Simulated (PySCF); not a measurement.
## Two-dimensional NMR puzzle

Compound of formula C₃HN. Correlations simulated from computed shifts and the bond graph:

HSQC (one-bond C–H):
```
  δH    δC
1.55  74.0
```

HMBC (two and three bonds, from the bond graph):
```
  δH           δC
1.55  111.3, 62.5
```

Carbons without hydrogens: δ 111.3, 62.5.

Theory: σ from GIAO-B97-2/pcSseg-2, structure optimised with PBE0-D3(BJ)/def2-TZVP, in PySCF 2.14 (non-relativistic Hamiltonian, in vacuum, one conformer).

δ = σ(ref) − σ, references computed at the same level: ¹H (σ = 31.64 ppm), ¹³C (σ = 185.38 ppm) vs TMS.

Exchangeable hydrogens are left out of these lists.

Q: Work out the connectivity.

A: Cyanoacetylene.

Numbering as in the mapped SMILES `[CH:1]#[C:2][C:3]#[N:4]`. Each H is labelled by its parent atom.

δC 111.3 is C3, a nitrile carbon. δC 74.0 is C1, a terminal alkyne carbon (δH 1.55). δC 62.5 is C2, an alkyne carbon. HMBC from δH 1.55 reaches the proton-free carbons C3, C2.

Shifts are as computed. Against solution values, carbons near 30 ppm lie about +3 ppm off and those near 130 ppm about +7 ppm. Of 1211 compounds with measured shifts, 218 miss one by over three times the rms of a fit or turn the order of signals round; such compounds aren't used in these exercises.
